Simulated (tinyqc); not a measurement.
MP2 on RHF in the sto-3g basis, for H2O, spin multiplicity 1, step by step (part 1 of 2). Computed by tinyqc, a small Python program that keeps every step (integrals from PySCF). Settings: charge = 0, multiplicity = 1, basis = sto-3g, method = RHF, energy threshold = 1e-10, iteration cap = 79, orthogonalisation = symmetric, start = atomic densities, DIIS depth = 6. Command: `OMP_NUM_THREADS=1 python tinyqc.py 22898 22899 out.jsonl` (the two numbers bound the seeds that draw the settings). One thread of a shared host (Intel(R) Xeon(R) Processor @ 2.60GHz), about 0.2 s of CPU time with the checks. The early iterations of the SCF are left out here.

## One-electron integrals

Geometry (angstrom):
```
atom         x          y         z
O     0.000000   0.000000  0.000000
H     0.000000   0.888000  0.590000
H     0.000000  -0.889000  0.590000
```

Basis sto-3g: exponents (1/bohr^2) and contraction coefficients of normalised primitives:
```
element  l (shell)    exponent  coefficient
O            s (1)  130.709320     0.154329
O            s (1)   23.808861     0.535328
O            s (1)    6.443608     0.444635
O            s (2)    5.033151    -0.099967
O            s (2)    1.169596     0.399513
O            s (2)    0.380389     0.700115
O            p (3)    5.033151     0.155916
O            p (3)    1.169596     0.607684
O            p (3)    0.380389     0.391957
H            s (1)    3.425251     0.154329
H            s (1)    0.623914     0.535328
H            s (1)    0.168855     0.444635
```

Overlap, kinetic and nuclear-attraction integrals over the contracted functions; the nuclear repulsion is the sum of Za Zb / Rab.

nuclear repulsion = 8.23630817 hartree

overlap S:
```
           1O 1s     1O 2s    1O 2px     1O 2py    1O 2pz     2H 1s      3H 1s
1O 1s   1.000000  0.236704  0.000000   0.000000  0.000000  0.041634   0.041551
1O 2s   0.236704  1.000000  0.000000   0.000000  0.000000  0.406203   0.405702
1O 2px  0.000000  0.000000  1.000000   0.000000  0.000000  0.000000   0.000000
1O 2py  0.000000  0.000000  0.000000   1.000000  0.000000  0.294491  -0.294329
1O 2pz  0.000000  0.000000  0.000000   0.000000  1.000000  0.195664   0.195336
2H 1s   0.041634  0.406203  0.000000   0.294491  0.195664  1.000000   0.170046
3H 1s   0.041551  0.405702  0.000000  -0.294329  0.195336  0.170046   1.000000
```

kinetic energy T (hartree):
```
            1O 1s      1O 2s    1O 2px     1O 2py    1O 2pz      2H 1s      3H 1s
1O 1s   29.003200  -0.168011  0.000000   0.000000  0.000000  -0.007693  -0.007715
1O 2s   -0.168011   0.808128  0.000000   0.000000  0.000000   0.082475   0.082168
1O 2px   0.000000   0.000000  2.528731   0.000000  0.000000   0.000000   0.000000
1O 2py   0.000000   0.000000  0.000000   2.528731  0.000000   0.172849  -0.172467
1O 2pz   0.000000   0.000000  0.000000   0.000000  2.528731   0.114844   0.114461
2H 1s   -0.007693   0.082475  0.000000   0.172849  0.114844   0.760032  -0.005475
3H 1s   -0.007715   0.082168  0.000000  -0.172467  0.114461  -0.005475   0.760032
```

nuclear attraction V (hartree):
```
             1O 1s       1O 2s     1O 2px      1O 2py     1O 2pz      2H 1s      3H 1s
1O 1s   -61.610769   -7.417964   0.000000   -0.000013  -0.013834  -1.337618  -1.334929
1O 2s    -7.417964  -10.037778   0.000000   -0.000131  -0.167933  -3.165817  -3.161104
1O 2px    0.000000    0.000000  -9.899790    0.000000   0.000000   0.000000   0.000000
1O 2py   -0.000013   -0.000131   0.000000  -10.034489  -0.000105  -2.028838   2.027023
1O 2pz   -0.013834   -0.167933   0.000000   -0.000105  -9.959186  -1.392047  -1.389292
2H 1s    -1.337618   -3.165817   0.000000   -2.028838  -1.392047  -5.400793  -1.035432
3H 1s    -1.334929   -3.161104   0.000000    2.027023  -1.389292  -1.035432  -5.398074
```

core Hamiltonian H = T + V (hartree):
```
             1O 1s      1O 2s     1O 2px     1O 2py     1O 2pz      2H 1s      3H 1s
1O 1s   -32.607569  -7.585975   0.000000  -0.000013  -0.013834  -1.345312  -1.342644
1O 2s    -7.585975  -9.229650   0.000000  -0.000131  -0.167933  -3.083342  -3.078936
1O 2px    0.000000   0.000000  -7.371059   0.000000   0.000000   0.000000   0.000000
1O 2py   -0.000013  -0.000131   0.000000  -7.505758  -0.000105  -1.855988   1.854556
1O 2pz   -0.013834  -0.167933   0.000000  -0.000105  -7.430455  -1.277204  -1.274831
2H 1s    -1.345312  -3.083342   0.000000  -1.855988  -1.277204  -4.640761  -1.040906
3H 1s    -1.342644  -3.078936   0.000000   1.854556  -1.274831  -1.040906  -4.638043
```

## Two-electron integrals

Functions are numbered as in S; the eight-fold symmetry (ij|kl) = (ji|kl) = (kl|ij) leaves the list below.

Two-electron integrals (ij|kl) in chemists' order, unique and non-zero (hartree):
```
(11|11) 4.785065    (21|11) 0.741380    (21|21) 0.136873    (22|11) 1.118947
(22|21) 0.256633    (22|22) 0.817206    (31|31) 0.024477    (32|31) 0.037809
(32|32) 0.180518    (33|11) 1.115814    (33|21) 0.256684    (33|22) 0.817023
(33|33) 0.880159    (41|41) 0.024477    (42|41) 0.037809    (42|42) 0.180518
(43|43) 0.047444    (44|11) 1.115814    (44|21) 0.256684    (44|22) 0.817023
(44|33) 0.785270    (44|44) 0.880159    (51|51) 0.024477    (52|51) 0.037809
(52|52) 0.180518    (53|53) 0.047444    (54|54) 0.047444    (55|11) 1.115814
(55|21) 0.256684    (55|22) 0.817023    (55|33) 0.785270    (55|44) 0.785270
(55|55) 0.880159    (61|11) 0.132119    (61|21) 0.024197    (61|22) 0.045114
(61|33) 0.045026    (61|41) 0.000929    (61|42) 0.001744    (61|44) 0.045214
(61|51) 0.000617    (61|52) 0.001159    (61|54) 0.000125    (61|55) 0.045109
(61|61) 0.004333    (62|11) 0.333131    (62|21) 0.077414    (62|22) 0.274347
(62|33) 0.269593    (62|41) 0.004850    (62|42) 0.037613    (62|44) 0.279303
(62|51) 0.003222    (62|52) 0.024990    (62|54) 0.006451    (62|55) 0.273879
(62|61) 0.013967    (62|62) 0.115645    (63|31) 0.007957    (63|32) 0.046839
(63|43) 0.007740    (63|53) 0.005143    (63|63) 0.016166    (64|11) 0.203984
(64|21) 0.048000    (64|22) 0.181613    (64|33) 0.173441    (64|41) 0.010584
(64|42) 0.070309    (64|44) 0.195047    (64|51) 0.001746    (64|52) 0.015594
(64|54) 0.009212    (64|55) 0.176145    (64|61) 0.009029    (64|62) 0.093009
(64|64) 0.090102    (65|11) 0.135530    (65|21) 0.031892    (65|22) 0.120666
(65|33) 0.115237    (65|41) 0.001746    (65|42) 0.015594    (65|44) 0.119306
(65|51) 0.009116    (65|52) 0.057200    (65|54) 0.010444    (65|55) 0.127319
(65|61) 0.005999    (65|62) 0.061797    (65|64) 0.049124    (65|65) 0.048805
(66|11) 0.484150    (66|21) 0.114329    (66|22) 0.465678    (66|33) 0.447119
(66|41) 0.008987    (66|42) 0.097048    (66|44) 0.485339    (66|51) 0.005971
(66|52) 0.064480    (66|54) 0.025394    (66|55) 0.463991    (66|61) 0.020792
(66|62) 0.251101    (66|64) 0.230459    (66|65) 0.153120    (66|66) 0.774606
(71|11) 0.131854    (71|21) 0.024148    (71|22) 0.045024    (71|33) 0.044936
(71|41) -0.000927   (71|42) -0.001741   (71|44) 0.045124    (71|51) 0.000615
(71|52) 0.001156    (71|54) -0.000125   (71|55) 0.045019    (71|61) 0.004250
(71|62) 0.013450    (71|64) 0.007978    (71|65) 0.005782    (71|66) 0.019809
(71|71) 0.004316    (72|11) 0.332632    (72|21) 0.077299    (72|22) 0.273959
(72|33) 0.269210    (72|41) -0.004844   (72|42) -0.037578   (72|44) 0.278915
(72|51) 0.003215    (72|52) 0.024939    (72|54) -0.006441   (72|55) 0.273485
(72|61) 0.013456    (72|62) 0.090827    (72|64) 0.050851    (72|65) 0.047070
(72|66) 0.158407    (72|71) 0.013918    (72|72) 0.115341    (73|31) 0.007943
(73|32) 0.046765    (73|43) -0.007732   (73|53) 0.005132    (73|63) 0.012183
(73|73) 0.016119    (74|11) -0.203807   (74|21) -0.047959   (74|22) -0.181469
(74|33) -0.173304   (74|41) 0.010569    (74|42) 0.070227    (74|44) -0.194894
(74|51) -0.001743   (74|52) -0.015571   (74|54) 0.009197    (74|55) -0.176002
(74|61) -0.007987   (74|62) -0.050896   (74|64) -0.016875   (74|65) -0.025844
(74|66) -0.080602   (74|71) -0.009003   (74|72) -0.092823   (74|74) 0.089954
(75|11) 0.135260    (75|21) 0.031829    (75|22) 0.120435    (75|33) 0.115016
(75|41) -0.001743   (75|42) -0.015571   (75|44) 0.119081    (75|51) 0.009099
(75|52) 0.057099    (75|54) -0.010430   (75|55) 0.127070    (75|61) 0.005783
(75|62) 0.047053    (75|64) 0.025811    (75|65) 0.036199    (75|66) 0.089365
(75|71) 0.005975    (75|72) 0.061604    (75|74) -0.049001   (75|75) 0.048640
(76|11) 0.103950    (76|21) 0.024360    (76|22) 0.093198    (76|33) 0.091184
(76|41) -7.82e-07   (76|42) -0.000008   (76|44) 0.093285    (76|51) 0.001617
(76|52) 0.014757    (76|54) -1.54e-06   (76|55) 0.095024    (76|61) 0.004338
(76|62) 0.038145    (76|64) 0.026689    (76|65) 0.022935    (76|66) 0.084477
(76|71) 0.004329    (76|72) 0.038100    (76|74) -0.026682   (76|75) 0.022900
(76|76) 0.015504    (77|11) 0.483812    (77|21) 0.114250    (77|22) 0.465403
(77|33) 0.446860    (77|41) -0.008980   (77|42) -0.097004   (77|44) 0.485073
(77|51) 0.005959    (77|52) 0.064379    (77|54) -0.025361   (77|55) 0.463691
(77|61) 0.019835    (77|62) 0.158542    (77|64) 0.080594    (77|65) 0.089463
(77|66) 0.295529    (77|71) 0.020736    (77|72) 0.250707    (77|74) -0.230241
(77|75) 0.152803    (77|76) 0.084477    (77|77) 0.774606
```

## Orthogonalisation

S = U s U^T; symmetric (Loewdin) form X = U s^(-1/2) U^T, so that X^T S X = 1.

eigenvalues of S: 0.414791  0.490028  0.893199  1.000000  1.088595  1.339928  1.773459

X:
```
            1O 1s      1O 2s    1O 2px     1O 2py     1O 2pz      2H 1s      3H 1s
1O 1s    1.023787  -0.138414  0.000000  -0.000010  -0.007373   0.019993   0.019970
1O 2s   -0.138414   1.176649  0.000000   0.000145   0.072860  -0.240182  -0.239705
1O 2px   0.000000   0.000000  1.000000   0.000000   0.000000   0.000000   0.000000
1O 2py  -0.000010   0.000145  0.000000   1.089726   0.000082  -0.195692   0.195497
1O 2pz  -0.007373   0.072860  0.000000   0.000082   1.034311  -0.113546  -0.113261
2H 1s    0.019993  -0.240182  0.000000  -0.195692  -0.113546   1.144245  -0.058650
3H 1s    0.019970  -0.239705  0.000000   0.195497  -0.113261  -0.058650   1.143850
```

## Iteration 8 (converged): orbitals

converged F (hartree):
```
             1O 1s      1O 2s     1O 2px     1O 2py     1O 2pz      2H 1s      3H 1s
1O 1s   -20.235491  -5.161047   0.000000  -0.000010  -0.026187  -0.923652  -0.921834
1O 2s    -5.161047  -2.408852   0.000000  -0.000166  -0.077585  -0.846994  -0.845812
1O 2px    0.000000   0.000000  -0.380179   0.000000   0.000000   0.000000   0.000000
1O 2py   -0.000010  -0.000166   0.000000  -0.250971  -0.000177  -0.382284   0.382145
1O 2pz   -0.026187  -0.077585   0.000000  -0.000177  -0.285596  -0.306845  -0.306448
2H 1s    -0.923652  -0.846994   0.000000  -0.382284  -0.306845  -0.444694  -0.249822
3H 1s    -0.921834  -0.845812   0.000000   0.382145  -0.306448  -0.249822  -0.443839
```

Diagonalise F' = X^T F X, C = X C', fill 5 alpha and 5 beta electrons from the bottom; D = 2 C_occ C_occ^T. Each column has its largest component positive (the first on a tie).

F' = X^T F X (hartree):
```
            1          2          3          4          5          6          7
1  -19.859379  -2.689525   0.000000  -0.000013  -0.052156  -0.112688  -0.112225
2   -2.689525  -1.281134   0.000000   0.000087   0.099806  -0.434557  -0.433845
3    0.000000   0.000000  -0.380179   0.000000   0.000000   0.000000   0.000000
4   -0.000013   0.000087   0.000000   0.012961   0.000013  -0.431045   0.430846
5   -0.052156   0.099806   0.000000   0.000013  -0.174260  -0.287096  -0.286619
6   -0.112688  -0.434557   0.000000  -0.431045  -0.287096  -0.007893  -0.067165
7   -0.112225  -0.433845   0.000000   0.430846  -0.286619  -0.067165  -0.008063
```

orbital energies (hartree): MO1 -20.243937, MO2 -1.212081, MO3 -0.573813, MO4 -0.419854, MO5 -0.380179, MO6 0.485955, MO7 0.645962

coefficients C:
```
              MO1        MO2        MO3        MO4       MO5        MO6        MO7
1O 1s    0.994352  -0.237847   0.000139   0.092038  0.000000   0.119894  -0.000339
1O 2s    0.024672   0.874187  -0.000740  -0.475125  0.000000  -0.730448   0.002288
1O 2px   0.000000   0.000000   0.000000   0.000000  1.000000   0.000000   0.000000
1O 2py   0.000004   0.000163   0.593166  -0.000523  0.000000   0.002275   0.955074
1O 2pz   0.003203   0.089023   0.000622   0.779407  0.000000  -0.696755   0.001959
2H 1s   -0.004931   0.149978   0.449030   0.309369  0.000000   0.734340  -0.750268
3H 1s   -0.004923   0.149693  -0.448854   0.310026  0.000000   0.737373   0.746325
```

D after iteration 8:
```
            1O 1s      1O 2s    1O 2px     1O 2py     1O 2pz      2H 1s      3H 1s
1O 1s    2.107554  -0.454239  0.000000  -0.000001   0.107493  -0.024078  -0.024055
1O 2s   -0.454239   1.981113  0.000000  -0.000095  -0.584830  -0.032668  -0.032461
1O 2px   0.000000   0.000000  2.000000   0.000000   0.000000   0.000000   0.000000
1O 2py  -0.000001  -0.000095  0.000000   0.703691  -0.000048   0.532423  -0.532765
1O 2pz   0.107493  -0.584830  0.000000  -0.000048   1.230823   0.509479   0.509336
2H 1s   -0.024078  -0.032668  0.000000   0.532423   0.509479   0.639709  -0.166323
3H 1s   -0.024055  -0.032461  0.000000  -0.532765   0.509336  -0.166323   0.640037
```

## Convergence

Stop when the energy changes by less than 1e-10 hartree and every element of the error matrix X^T (F D S - S D F) X is below 3e-06.

Course of the cycle:
```
iteration   E (hartree)     change  largest element of the error matrix
1          -75.24126470          -                             1.06e+00
2          -74.90322701   3.38e-01                             1.93e-01
3          -74.94496969  -4.17e-02                             2.45e-02
4          -74.94564853  -6.79e-04                             5.07e-03
5          -74.94568205  -3.35e-05                             2.23e-04
6          -74.94568225  -2.01e-07                             6.29e-05
7          -74.94568227  -1.73e-08                             4.10e-07
8          -74.94568227  -3.13e-13                             6.26e-09
```

PySCF RHF in the same basis = -74.94568227 hartree

Converged in 8 iterations.

## Integrals over molecular orbitals

(pq|rs) = sum C_ip C_jq C_kr C_ls (ij|kl), one index at a time.

one-electron integrals over orbitals h = C^T H C (hartree):
```
            1          2          3          4          5          6          7
1  -32.590624   0.567387  -0.000325  -0.204972   0.000000  -0.277015   0.000777
2    0.567387  -7.573701   0.000408   0.494999   0.000000   1.261272  -0.003787
3   -0.000325   0.000408  -6.067629  -0.001214   0.000000  -0.004239  -1.778382
4   -0.204972   0.494999  -0.001214  -6.749112   0.000000   1.218541  -0.001436
5    0.000000   0.000000   0.000000   0.000000  -7.371059   0.000000   0.000000
6   -0.277015   1.261272  -0.004239   1.218541   0.000000  -5.224909  -0.000751
7    0.000777  -0.003787  -1.778382  -0.001436   0.000000  -0.000751  -5.572774
```

Two-electron integrals over orbitals (pq|rs), unique and non-zero (hartree):
```
(11|11) 4.746070    (21|11) -0.425953   (21|21) 0.060445    (22|11) 1.014937
(22|21) -0.014833   (22|22) 0.721270    (31|11) 0.000250    (31|21) -0.000031
(31|22) 0.000025    (31|31) 0.010276    (32|11) -0.000141   (32|21) 0.000015
(32|22) 0.000081    (32|31) 0.016630    (32|32) 0.134970    (33|11) 0.762802
(33|21) -0.004523   (33|22) 0.617857    (33|31) -0.000008   (33|32) -0.000037
(33|33) 0.599526    (41|11) 0.163307    (41|21) -0.021132   (41|22) 0.012766
(41|31) 0.000019    (41|32) 3.23e-06    (41|33) 0.005454    (41|41) 0.025349
(42|11) -0.137579   (42|21) 0.008036    (42|22) -0.017163   (42|31) 1.64e-06
(42|32) 0.000035    (42|33) 0.005064    (42|41) 0.019860    (42|42) 0.129877
(43|11) 0.000277    (43|21) -0.000009   (43|22) 0.000122    (43|31) -0.002348
(43|32) 0.027709    (43|33) 0.000059    (43|41) -0.000015   (43|42) -0.000122
(43|43) 0.051460    (44|11) 0.968249    (44|21) -0.011970   (44|22) 0.672467
(44|31) -6.78e-07   (44|32) -0.000123   (44|33) 0.573710    (44|41) -0.010030
(44|42) -0.100664   (44|43) 0.000129    (44|44) 0.738457    (51|51) 0.025990
(52|51) 0.033050    (52|52) 0.148925    (53|51) -0.000019   (53|52) -0.000066
(53|53) 0.026530    (54|51) -0.011826   (54|52) -0.043069   (54|53) 0.000036
(54|54) 0.050226    (55|11) 1.115350    (55|21) -0.012037   (55|22) 0.752022
(55|31) 0.000007    (55|32) -0.000071   (55|33) 0.604393    (55|41) 0.004558
(55|42) -0.074317   (55|43) 0.000158    (55|44) 0.709430    (55|55) 0.880159
(61|11) 0.214777    (61|21) -0.032291   (61|22) 0.002730    (61|31) 0.000043
(61|32) 0.000036    (61|33) -0.000101   (61|41) -0.001801   (61|42) -0.020109
(61|43) 0.000010    (61|44) 0.016328    (61|55) 0.005795    (61|61) 0.026816
(62|11) -0.280336   (62|21) 0.006633    (62|22) -0.133354   (62|31) 0.000021
(62|32) 0.000159    (62|33) -0.064343   (62|41) -0.018159   (62|42) -0.028938
(62|43) -0.000067   (62|44) -0.075866   (62|55) -0.147518   (62|61) 0.007711
(62|62) 0.095260    (63|11) 0.000860    (63|21) -0.000017   (63|22) 0.000436
(63|31) -0.002379   (63|32) 0.044310    (63|33) 0.000243    (63|41) 0.000006
(63|42) -0.000154   (63|43) 0.037009    (63|44) 0.000286    (63|55) 0.000487
(63|61) 2.97e-06    (63|62) -0.000218   (63|63) 0.080289    (64|11) -0.247638
(64|21) 0.002902    (64|22) -0.116087   (64|31) -0.000020   (64|32) -0.000155
(64|33) -0.044419   (64|41) -0.002713   (64|42) 0.034836    (64|43) -0.000135
(64|44) -0.127915   (64|55) -0.135628   (64|61) -0.000323   (64|62) 0.063677
(64|63) -0.000380   (64|64) 0.083269    (65|51) -0.014276   (65|52) -0.055061
(65|53) 0.000075    (65|54) -0.003189   (65|65) 0.035399    (66|11) 0.767294
(66|21) -0.007141   (66|22) 0.588595    (66|31) -0.000024   (66|32) -0.000391
(66|33) 0.549765    (66|41) 0.018714    (66|42) 0.053453    (66|43) -0.000273
(66|44) 0.538688    (66|55) 0.571608    (66|61) -0.007985   (66|62) -0.087602
(66|63) -0.000217   (66|64) -0.047658   (66|66) 0.577163    (71|11) -0.000609
(71|21) 0.000096    (71|22) 0.000006    (71|31) 0.014594    (71|32) 0.022380
(71|33) -0.000019   (71|41) -0.000009   (71|42) 0.000036    (71|43) -0.003421
(71|44) -0.000038   (71|55) -0.000016   (71|61) -0.000024   (71|62) 0.000032
(71|63) -0.002873   (71|64) -0.000023   (71|66) -0.000037   (71|71) 0.020764
(72|11) 0.000859    (72|21) -0.000017   (72|22) 0.000413    (72|31) 0.014573
(72|32) 0.052132    (72|33) 0.000118    (72|41) 0.000035    (72|42) -0.000012
(72|43) -0.029014   (72|44) 0.000288    (72|55) 0.000441    (72|61) 0.000032
(72|62) -0.000097   (72|63) -0.030774   (72|64) -0.000209   (72|66) 0.000234
(72|71) 0.019699    (72|72) 0.067369    (73|11) 0.370357    (73|21) -0.007058
(73|22) 0.160756    (73|31) -1.69e-06   (73|32) -0.000231   (73|33) 0.089061
(73|41) -0.000272   (73|42) -0.072371   (73|43) 0.000023    (73|44) 0.154684
(73|55) 0.200577    (73|61) 0.005788    (73|62) -0.072737   (73|63) 0.000154
(73|64) -0.090159   (73|66) 0.041022    (73|71) -0.000021   (73|72) 0.000276
(73|73) 0.155001    (74|11) 0.000300    (74|21) -4.10e-06   (74|22) 0.000087
(74|31) -0.008175   (74|32) -0.071446   (74|33) 0.000081    (74|41) 0.000014
(74|42) 0.000016    (74|43) -0.007285   (74|44) 0.000182    (74|55) 0.000152
(74|61) -0.000032   (74|62) -0.000168   (74|63) -0.052857   (74|64) 0.000073
(74|66) 0.000350    (74|71) -0.011561   (74|72) -0.017910   (74|73) 0.000263
(74|74) 0.067357    (75|51) 0.000040    (75|52) 0.000157    (75|53) 0.023984
(75|54) -0.000015   (75|65) -0.000028   (75|75) 0.025596    (76|11) 0.000138
(76|21) -0.000006   (76|22) -0.000045   (76|31) -0.008279   (76|32) -0.093101
(76|33) 0.000069    (76|41) -0.000035   (76|42) -0.000145   (76|43) -0.058245
(76|44) 0.000185    (76|55) 0.000068    (76|61) 3.93e-06    (76|62) 0.000035
(76|63) -0.072489   (76|64) 0.000198    (76|66) 0.000462    (76|71) -0.011422
(76|72) 0.003034    (76|73) 0.000328    (76|74) 0.058483    (76|76) 0.117123
(77|11) 0.860159    (77|21) -0.009439   (77|22) 0.615641    (77|31) 0.000050
(77|32) 0.000459    (77|33) 0.589082    (77|41) 0.003592    (77|42) -0.020472
(77|43) 0.000315    (77|44) 0.593386    (77|55) 0.619143    (77|61) 0.004590
(77|62) -0.064787   (77|63) 0.000600    (77|64) -0.050139   (77|66) 0.550388
(77|71) 0.000049    (77|72) 0.000200    (77|73) 0.102642    (77|74) -0.000250
(77|76) -0.000450   (77|77) 0.607051
```
